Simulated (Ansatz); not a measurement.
## Ansatz (development build ahead of 0.2.0) run

```yaml
crystal:
  periodic: [false, false, false]
  atoms:
    - { symbol: O, position_ang: [0.0, 0.73406, -0.05275] }
    - { symbol: O, position_ang: [0.0, -0.73406, -0.05275] }
    - { symbol: H, position_ang: [0.83955, 0.88075, 0.422] }
    - { symbol: H, position_ang: [-1.67909, -1.02745, 0.89675] }
basis:
  gaussian: { orbitals: pcseg-2 }
magnetization:
  spin_polarized: true
hamiltonian:
  xc: pbe0
```

The input is written out in the form of the current development build from the run's settings.

Results

```
Converged                       : yes
Total energy                    : -151.31054 hartree
Spin squared of the determinant : 0.754
Stability test                  : minimum
```

Caution: the unrestricted determinant is spin contaminated.
